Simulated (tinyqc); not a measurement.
Inside a calculation. Method: RKS/B3LYP (VWN-RPA form) in the sto-3g basis, for H2O, spin multiplicity 1. One step of it, computed by the program tinyqc.

Task: Iteration 28 (converged): orbitals. Diagonalise F' = X^T F X, C = X C', fill 5 alpha and 5 beta electrons from the bottom; D = 2 C_occ C_occ^T. Each column has its largest component positive (the first on a tie).

converged F (hartree), order 1O 1s, 1O 2s, 1O 2px, 1O 2py, 1O 2pz, 2H 1s, 3H 1s:
$$\begin{pmatrix}
-18.837465 & -4.847877 & 0.000000 & 0.000000 & -0.026420 & -1.308593 & -1.308593 \\
-4.847877 & -2.074335 & 0.000000 & 0.000000 & -0.201824 & -0.933113 & -0.933113 \\
0.000000 & 0.000000 & -0.153690 & 0.000000 & 0.000000 & 0.000000 & 0.000000 \\
0.000000 & 0.000000 & 0.000000 & -0.265108 & 0.000000 & -0.271264 & 0.271264 \\
-0.026420 & -0.201824 & 0.000000 & 0.000000 & -0.248751 & -0.321516 & -0.321516 \\
-1.308593 & -0.933113 & 0.000000 & -0.271264 & -0.321516 & -0.553165 & -0.433406 \\
-1.308593 & -0.933113 & 0.000000 & 0.271264 & -0.321516 & -0.433406 & -0.553165
\end{pmatrix}$$

X, order 1O 1s, 1O 2s, 1O 2px, 1O 2py, 1O 2pz, 2H 1s, 3H 1s:
$$\begin{pmatrix}
1.024424 & -0.146697 & 0.000000 & 0.000000 & -0.012598 & 0.022838 & 0.022838 \\
-0.146697 & 1.304739 & 0.000000 & 0.000000 & 0.149064 & -0.336685 & -0.336685 \\
0.000000 & 0.000000 & 1.000000 & 0.000000 & 0.000000 & 0.000000 & 0.000000 \\
0.000000 & 0.000000 & 0.000000 & 1.125081 & 0.000000 & -0.254367 & 0.254367 \\
-0.012598 & 0.149064 & 0.000000 & 0.000000 & 1.078570 & -0.178013 & -0.178013 \\
0.022838 & -0.336685 & 0.000000 & -0.254367 & -0.178013 & 1.270409 & -0.128116 \\
0.022838 & -0.336685 & 0.000000 & 0.254367 & -0.178013 & -0.128116 & 1.270409
\end{pmatrix}$$

Give: F' = X^T F X; orbital energies; coefficients C; D after iteration 28.

Result:

F' = X^T F X (hartree):
$$\begin{pmatrix}
-18.4672 & -2.5781 & 0.0000 & 0.0000 & -0.0406 & -0.2372 & -0.2372 \\
-2.5781 & -0.9417 & 0.0000 & 0.0000 & 0.0032 & -0.4234 & -0.4234 \\
0.0000 & 0.0000 & -0.1537 & 0.0000 & 0.0000 & 0.0000 & 0.0000 \\
0.0000 & 0.0000 & 0.0000 & -0.0405 & 0.0000 & -0.3435 & 0.3435 \\
-0.0406 & 0.0032 & 0.0000 & 0.0000 & -0.1127 & -0.2590 & -0.2590 \\
-0.2372 & -0.4234 & 0.0000 & -0.3435 & -0.2590 & -0.0070 & -0.1244 \\
-0.2372 & -0.4234 & 0.0000 & 0.3435 & -0.2590 & -0.1244 & -0.0070
\end{pmatrix}$$

orbital energies (hartree): MO1 -18.8480, MO2 -0.9837, MO3 -0.4536, MO4 -0.2498, MO5 -0.1537, MO6 0.4284, MO7 0.5306

coefficients C, order 1O 1s, 1O 2s, 1O 2px, 1O 2py, 1O 2pz, 2H 1s, 3H 1s:
$$\begin{pmatrix}
0.9933 & -0.2229 & 0.0000 & 0.1314 & 0.0000 & -0.1363 & 0.0000 \\
0.0314 & 0.7672 & 0.0000 & -0.6525 & 0.0000 & 0.9785 & 0.0000 \\
0.0000 & 0.0000 & 0.0000 & 0.0000 & 1.0000 & 0.0000 & 0.0000 \\
0.0000 & 0.0000 & 0.6240 & 0.0000 & 0.0000 & 0.0000 & 1.0029 \\
0.0060 & 0.2248 & 0.0000 & 0.7414 & 0.0000 & 0.8055 & 0.0000 \\
-0.0080 & 0.1740 & 0.4469 & 0.2562 & 0.0000 & -0.8378 & -0.9181 \\
-0.0080 & 0.1740 & -0.4469 & 0.2562 & 0.0000 & -0.8378 & 0.9181
\end{pmatrix}$$

D after iteration 28, order 1O 1s, 1O 2s, 1O 2px, 1O 2py, 1O 2pz, 2H 1s, 3H 1s:
$$\begin{pmatrix}
2.1072 & -0.4512 & 0.0000 & 0.0000 & 0.1066 & -0.0262 & -0.0262 \\
-0.4512 & 2.0308 & 0.0000 & 0.0000 & -0.6223 & -0.0679 & -0.0679 \\
0.0000 & 0.0000 & 2.0000 & 0.0000 & 0.0000 & 0.0000 & 0.0000 \\
0.0000 & 0.0000 & 0.0000 & 0.7787 & 0.0000 & 0.5577 & -0.5577 \\
0.1066 & -0.6223 & 0.0000 & 0.0000 & 1.2006 & 0.4581 & 0.4581 \\
-0.0262 & -0.0679 & 0.0000 & 0.5577 & 0.4581 & 0.5915 & -0.2075 \\
-0.0262 & -0.0679 & 0.0000 & -0.5577 & 0.4581 & -0.2075 & 0.5915
\end{pmatrix}$$
